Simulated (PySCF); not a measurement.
**B: ionisation energy**

B [He] 2s2 2p1 [2p1/2^1, M_J = 1/2] → B⁺ [He] 2s2, as a difference of total energies. Calculation: PySCF 2.14, in x2c-SVPall-2c with one added diffuse shell of s type (4s2p1d, 15 functions); the two-component X2C-1e Hamiltonian. Correlated levels: 1s2 frozen. "Screened" scales the spin-orbit matrix elements by Boettger's factors to mimic the two-electron term; Breit and QED terms are absent.

```tsv
method	ionisation energy (eV)	error (eV)
GHF (spin-free)	8.145	-0.153
GMP2 (spin-free)	8.201	-0.097
GHF (screened spin-orbit)	8.146	-0.152
GMP2 (screened spin-orbit)	8.203	-0.095
```

Reference: 8.298 eV (measured; NIST Atomic Spectra Database, ionization energies).

Errors of the correlated levels include the incompleteness of this basis and the frozen core.

The determinant of B mixes levels of different J (the jj label is only the starting occupation), so the difference between spin-free and spin-orbit rows is not the physical spin-orbit shift.
